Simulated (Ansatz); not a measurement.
`CC(N)=O`. Charge 0, multiplicity 1.

```xyz
9

C    -0.395    0.909    0.480
C    -0.208   -0.553    0.157
N     0.709   -0.830   -0.805
O    -0.831   -1.423    0.726
H    -0.081    1.077    1.512
H     0.162    1.581   -0.175
H    -1.458    1.144    0.419
H     1.228   -0.113   -1.274
H     0.875   -1.793   -1.041
```

(1) What are the harmonic wavenumbers in cm⁻¹ at PBE0-D4/def2-TZVP (Ansatz, finite differences of forces, unscaled)? (An estimate is asked.)

(2) Is this a minimum?

(3) Give the ideal-gas thermochemistry at 298.15 K and 1 bar (rigid rotor, harmonic oscillator; point group C1, symmetry number 1).

(4) And at 400, 500, 600, 800 and 1000 K?

(5) Rotational constants (cm⁻¹)?

## Answers

(1) The calculation gave: 27, 201, 430, 527, 548, 677, 860, 985, 1051, 1123, 1354, 1396, 1464, 1485, 1622, 1804, 3068, 3149, 3158, 3624, 3763.

(2) Yes, all 21 modes are real.

(3) Zero-point energy 193.3 kJ/mol; H(298) − E = 209.6 kJ/mol; entropy 305.7 J/(mol·K), of which translation 159.7, rotation 100.1, vibration 46.0; G(298) − E = 118.4 kJ/mol. Modes under 100 cm⁻¹ are hindered rotations or soft bends, so the harmonic entropy is rough.

(4) 
```
T (K)  H − E (kJ/mol)  S (J/mol/K)  G − E (kJ/mol)
  400           218.3        330.6            86.0
  500           228.3        352.9            51.8
  600           239.6        373.5            15.5
  800           265.3        410.4           -63.0
 1000           294.3        442.7          -148.4
```

(5) 0.3653, 0.312, 0.1737.
